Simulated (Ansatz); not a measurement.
Input file:

```yaml
crystal:
  periodic: [false, false, false]
  atoms:
    - {symbol: Ge, position_ang: [0.000000, -0.172202, 1.263382]}
    - {symbol: P, position_ang: [0.000000, 0.697126, -0.738240]}
    - {symbol: Si, position_ang: [0.000000, -0.353525, -2.541309]}
    - {symbol: H, position_ang: [0.000000, 0.838387, 2.448523]}
basis:
  gaussian: {orbitals: 6-31G, point_charges: [{charge: -0.50, position_ang: [4.758, -0.519, 0.206]}]}
magnetization: {spin_polarized: false, initial_magnetization: 2}
correlation: {method: sc_nevpt2, electrons: outside_noble_gas, active_space: {window: {electrons: 10, orbitals: 7}}}
```

```sh
$ ansatz run in.yaml --threads 1 --pin off --events-out ev --progress --plain --max-ram 2393MiB
```

(1) Roughly how long does this take on 1 thread of Intel Xeon, shared host, and how much host memory?

```
562 factors; integrals over basis functions are off by at most 4.4e-4 eV
mean field evaluation 1: about -73608.3111 eV, gradient 9.7e0 eV
mean field evaluation 2: about -73608.3175 eV, gradient 9.7e0 eV
mean field evaluation 4: about -73609.0796 eV, gradient 2.5e0 eV
mean field evaluation 8: about -73609.3797 eV, gradient 2.3e-1 eV
mean field evaluation 16: about -73607.5267 eV, gradient 4.7e0 eV
mean field evaluation 32: about -73609.3315 eV, gradient 9.8e-1 eV
mean field evaluation 64: about -73609.2055 eV, gradient 1.5e0 eV
mean field -73609.38081856 eV, -2705.0948508518 hartree, gradient 4.5e-6 eV, S^2 2.000000; 6 other end points of the search recorded, 0 dependent functions left out
reference -73609.38081856 eV, -2705.0948508518 hartree; 32, 30 occupied and 25, 27 virtual orbitals, 562 factors
state -73610.26216153 eV, -2705.1272396086 hartree
state -73610.26216153 eV, -2705.1272396086 hartree; corrected -73613.23331344 eV, -2705.2364274272 hartree
state -73610.26049851 eV, -2705.1271784938 hartree
state -73610.26049851 eV, -2705.1271784938 hartree; corrected -73613.10595411 eV, -2705.2317470582 hartree
state -73610.26216153 eV, -2705.1272396086 hartree; corrected -73613.23331344 eV, -2705.2364274272 hartree
the orbitals are reached from a further start. From the first start the search ends at -73610.26041244 eV, -2705.1271753305 hartree
Total energy: -73613.23331344 eV, -2705.2364274272 hartree
```

## Answers

(1) 62 s wall and 0.21 GiB.
